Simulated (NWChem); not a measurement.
**SiH3 (silyl radical) at 6 levels**

Aim: a comparison of 6 runs (UHF/STO-3G, UM06-2X/cc-pVTZ, UB3LYP/6-31G*, UB3LYP/cc-pVTZ, UPBE0/cc-pVTZ, UCCSD(T)/cc-pVTZ) of SiH3 (silyl radical). 

The results are computed with NWChem 7.3.0.

20 further runs of the same task are left out: 20 set aside as unsound or not needed. Runs told in other sessions of the task aren't counted.

### 1 The molecule

SiH3: 4 atoms, total charge 0, spin state doublet. As SMILES, `[SiH3]`. The Si1–H3 distance was set to 1.932 Å, away from the relaxed value.

Bond lengths: Si1–H2 1.486 Å, Si1–H4 1.486 Å. Angles: H2–Si1–H4 111.2°. A long bond or contact: Si1–H3 1.932 Å.

### 2 The energy at UHF/STO-3G (run 1)

Input file h3si.nw:

```
echo
start h3si
memory total 2200 mb

geometry noautosym nocenter noautoz
 Si    0.449142    0.385566   -0.231285
 H     0.714512    1.077766    1.056645
 H    -0.224040   -1.401650    0.060130
 H    -0.473528    1.175716   -1.087245
end

basis spherical bse
 * library STO-3G
end

scf
 nopen 1
 uhf
 thresh 1e-08
 maxiter 80
 print low
end

task scf
```

On the command line:

```console
$ nwchem h3si.nw > h3si.out
```

Output:

```text
[...]
  functions       =    12
[...]
  wavefunction    = UHF
[...]
         Total SCF energy =   -287.194055324171
      One electron energy =   -428.893690450366
      Two electron energy =    127.304663598431
 Nuclear repulsion energy =     14.394971527764
                       Sz =      0.5000
                 Sz(Sz+1) =      0.7500
                      S^2 =      0.7635
[...]
```

Run time: 0.81 s. Hardware: 1 thread of Intel Xeon 6975P-C (Granite Rapids), shared host; peak memory 0.1 GiB.

### 3 A single-point energy at UM06-2X/cc-pVTZ (run 2)

Input file h3si.nw:

```
start h3si
title "H3Si energy"
memory total 2200 mb
charge 0
geometry units angstroms noautosym nocenter noautoz
  Si       0.449142       0.385566      -0.231285
  H        0.714512       1.077766       1.056645
  H       -0.224040      -1.401650       0.060130
  H       -0.473528       1.175716      -1.087245
end
basis spherical bse
  * library cc-pVTZ
end
dft
  xc m06-2x
  mult 2
  grid xfine
  convergence energy 1e-08
  iterations 100
  mulliken
  print low
end
task dft energy
```

On the command line:

```console
$ nwchem h3si.nw > h3si.out
```

Output:

```text
[...]
 d= 0,ls=0.0,diis     1   -291.1536015696 -3.06D+02  3.31D-03  3.53D-02     3.6
[...]
 d= 0,ls=0.0,diis    11   -291.1710274453 -1.89D-10  8.53D-08  1.68D-11    33.9
[...]
         Total DFT energy =     -291.171027445321
      One electron energy =     -431.078695148609
           Coulomb energy =      147.370375611893
    Exchange-Corr. energy =      -21.857679436369
 Nuclear repulsion energy =       14.394971527764
[...]
      Total Density - Mulliken Population Analysis
     ---------------------------------------------
    Atom       Charge   Shell Charges
 -----------   ------   -------------------------------------------------------
    1 Si  14    13.94   2.00  1.86  0.21  0.93  0.41  5.51  0.59  1.48  0.79  0.06  0.08  0.01
    2 H    1     0.99   0.24  0.51  0.22  0.00  0.01  0.00
    3 H    1     1.08   0.19  0.50  0.38  0.00  0.01  0.00
    4 H    1     0.99   0.24  0.51  0.22  0.00  0.01  0.00
[...]
      <S2> =      0.7527 (Exact =     0.7500)
[...]
```

Wall time 35 s (1 thread of Intel Xeon 6975P-C (Granite Rapids), shared host); peak memory 0.12 GiB.

Run 3 isn't shown in full; the table further down has it.

### 4 A single-point energy at UB3LYP/cc-pVTZ (run 4)

Input file m1.nw:

```
start m1
title "H3Si"
memory 2200 mb
charge 0

geometry noautosym nocenter noautoz
  Si    0.449142    0.385566   -0.231285
  H     0.714512    1.077766    1.056645
  H    -0.224040   -1.401650    0.060130
  H    -0.473528    1.175716   -1.087245
end

basis spherical bse
  * library cc-pVTZ
end

dft
  xc b3lyp
  mult 2
  grid xfine
  convergence energy 1e-08
  iterations 100
  mulliken
end

task dft
```

On the command line:

```console
$ nwchem m1.nw > m1.out
```

Output:

```text
[...]
          Wavefunction type:  spin polarized.
          No. of atoms     :     4
          No. of electrons :    17
[...]
          Charge           :     0
          Spin multiplicity:     2
[...]
          AO basis - number of functions:    76
[...]
              XC Information
              --------------
                         B3LYP Method XC Potential
                     Hartree-Fock (Exact) Exchange  0.200
                        Slater Exchange Functional  0.800 local
                    Becke 1988 Exchange Functional  0.720 non-local
              Lee-Yang-Parr Correlation Functional  0.810
                  VWN I RPA Correlation Functional  0.190 local
[...]
 d= 0,ls=0.0,diis     1   -291.2114240316 -3.06D+02  3.51D-03  4.31D-02     3.3
[...]
 d= 0,ls=0.0,diis     8   -291.2299856960 -8.01D-09  3.65D-07  6.17D-10    20.6
[...]
         Total DFT energy =     -291.229985696033
      One electron energy =     -431.036345742017
           Coulomb energy =      147.322071988924
    Exchange-Corr. energy =      -21.910683470704
 Nuclear repulsion energy =       14.394971527764
[...]
      Total Density - Mulliken Population Analysis
     ---------------------------------------------
    Atom       Charge   Shell Charges
 -----------   ------   -------------------------------------------------------
    1 Si  14    13.88   2.00  1.87  0.23  0.92  0.41  5.51  0.60  1.42  0.77  0.06  0.08  0.01
    2 H    1     1.01   0.25  0.51  0.23  0.00  0.01  0.00
    3 H    1     1.09   0.19  0.51  0.38  0.00  0.01  0.00
    4 H    1     1.01   0.25  0.51  0.23  0.00  0.01  0.00
[...]
      <S2> =      0.7519 (Exact =     0.7500)
[...]
```

Run time: 21 s. Hardware: 1 thread of Intel Xeon 6975P-C (Granite Rapids), shared host; peak memory 0.12 GiB.

Run 5 isn't shown in full; the table further down has it.

### 5 The energy at UCCSD(T)/cc-pVTZ (run 6)

Input file h3si.nw:

```
start h3si
title "H3Si"
memory stack 880 mb heap 220 mb global 1100 mb
geometry units angstroms noautosym nocenter noautoz
Si       0.449142       0.385566      -0.231285
H        0.714512       1.077766       1.056645
H       -0.224040      -1.401650       0.060130
H       -0.473528       1.175716      -1.087245
end
basis spherical bse
* library cc-pVTZ
end
scf
doublet
uhf
thresh 1e-08
maxiter 80
print low
end
tce
scf
ccsd(t)
freeze core 5
maxiter 60
end
task tce
```

On the command line:

```console
$ nwchem h3si.nw > h3si.out
```

Output:

```text
[...]
  functions       =    76
[...]
  wavefunction    = UHF
[...]
         Total SCF energy =   -290.599915142972
      One electron energy =   -430.841449048323
      Two electron energy =    125.846562377587
 Nuclear repulsion energy =     14.394971527764
                       Sz =      0.5000
                 Sz(Sz+1) =      0.7500
                      S^2 =      0.7549
[...]
         Wavefunction type : Unrestricted Hartree-Fock
          No. of electrons :    17
[...]
         Spin multiplicity : doublet
[...]
 CCSD total energy / hartree       =      -290.746371404685419
[...]
 CCSD[T] total energy / hartree       =      -290.750608294265078
[...]
 CCSD(T) total energy / hartree       =      -290.750473201329612
[...]
```

Wall time 47 s (1 thread of Intel Xeon 6975P-C (Granite Rapids), shared host); peak memory 0.96 GiB.

### 6 All runs side by side

```tsv
run	level	iteration cap	module	energy (Eh)	⟨S²⟩	wall time
1	UHF/STO-3G	80	scf	-287.194055	0.763	0.81 s
2	UM06-2X/cc-pVTZ	100	dft	-291.171027	0.753	35 s
3	UB3LYP/6-31G* (Cartesian functions)	100	dft	-291.196932	0.751	7.8 s
4	UB3LYP/cc-pVTZ	100	dft	-291.229986	0.752	21 s
5	UPBE0/cc-pVTZ	100	dft	-291.076181	0.753	30 s
6	UCCSD(T)/cc-pVTZ	80	tce	-290.750473	0.755	47 s
```

### 7 Outcome

| quantity | value |
| --- | --- |
| run 6: total energy | -290.75047 Eh |
| run 6: correlation energy (5 core orbitals frozen) | -150.6 mEh |
| run 6: (T) correction | -4.10 mEh |
| run 6: ⟨S²⟩ of the reference determinant | 0.755 |

Over runs 3, 4, 5 the dipole moment (its size) runs from 0.67 D (UPBE0/cc-pVTZ) to 0.77 D (UB3LYP/6-31G*). The two ends differ in method and basis. Totals of different functionals can't be ranked against each other. In run 1 the basis is minimal, so the values are rough. All runs together took 2.4 min, the longest 47 s.
